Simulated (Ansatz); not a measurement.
Input file:

```yaml
crystal:
  periodic: [false, false, false]
  atoms:
    - {symbol: H, position_ang: [-2.740287, 0.000000, -0.000002]}
    - {symbol: H, position_ang: [-1.440287, 0.000000, -0.000001]}
    - {symbol: Si, position_ang: [0.091713, 0.000000, 0.000000]}
    - {symbol: H, position_ang: [0.541687, -1.416253, 0.000001]}
    - {symbol: H, position_ang: [0.541687, 0.708126, -1.226511]}
    - {symbol: H, position_ang: [0.541686, 0.708127, 1.226511]}
basis:
  gaussian: {orbitals: "6-31++G**"}
magnetization: {spin_polarized: true, initial_magnetization: 1}
correlation: {method: ccsd_t, electrons: outside_noble_gas, diis_vectors: 4}
scf: {lower_state_search: full}
```

```sh
$ ansatz run in.yaml --threads 1 --pin off --events-out ev --progress --plain --max-ram 2393MiB
```

The program prints:

```
475 factors; integrals over basis functions are off by at most 1.7e-3 eV
mean field evaluation 1: about -7936.5835 eV, gradient 8.4e0 eV
mean field evaluation 2: about -7936.6048 eV, gradient 8.5e0 eV
mean field evaluation 4: about -7937.8828 eV, gradient 1.1e0 eV
mean field evaluation 8: about -7937.9157 eV, gradient 6.2e-4 eV
mean field evaluation 16: about -7937.9117 eV, gradient 3.6e-1 eV
mean field evaluation 32: about -7937.1674 eV, gradient 4.3e0 eV
mean field -7937.91568068 eV, -291.7130207527 hartree, gradient 3.0e-6 eV, S^2 0.761411; 2 other end points of the search recorded, 0 dependent functions left out
5 core orbitals not correlated: weight in the atoms' cores, before any rotation towards them, 1.000 or more for the frozen orbitals, at most 0.000 for the correlated occupied ones
reference -7937.91568068 eV, -291.7130207527 hartree; 5, 4 occupied and 43, 44 virtual orbitals, 475 factors
second order -3.07916971 eV of doubles, -0.00000000 eV of singles
cycle   1  -3.62741372 eV  change   -5.5e-1 eV  update   5.4e-2
cycle   2  -3.84033998 eV  change   -2.1e-1 eV  update   2.1e-2
cycle   3  -3.85103765 eV  change   -1.1e-2 eV  update   7.0e-3
cycle   4  -3.85211510 eV  change   -1.1e-3 eV  update   2.9e-3
cycle   5  -3.85272742 eV  change   -6.1e-4 eV  update   1.3e-3
cycle   6  -3.85319510 eV  change   -4.7e-4 eV  update   4.5e-4
cycle   7  -3.85336431 eV  change   -1.7e-4 eV  update   1.6e-4
cycle   8  -3.85331551 eV  change    4.9e-5 eV  update   4.5e-5
cycle   9  -3.85328548 eV  change    3.0e-5 eV  update   1.9e-5
cycle  10  -3.85326892 eV  change    1.7e-5 eV  update   8.5e-6
cycle  11  -3.85326836 eV  change    5.7e-7 eV  update   3.1e-6
perturbative correction -0.06778786 eV, -0.0024911581 hartree
Total energy: -7941.83673690 eV, -291.8571169109 hartree
```

Ran on 1 thread of Arm Neoverse V1, shared host: 1.3 s wall, 0.17 GiB peak host memory.
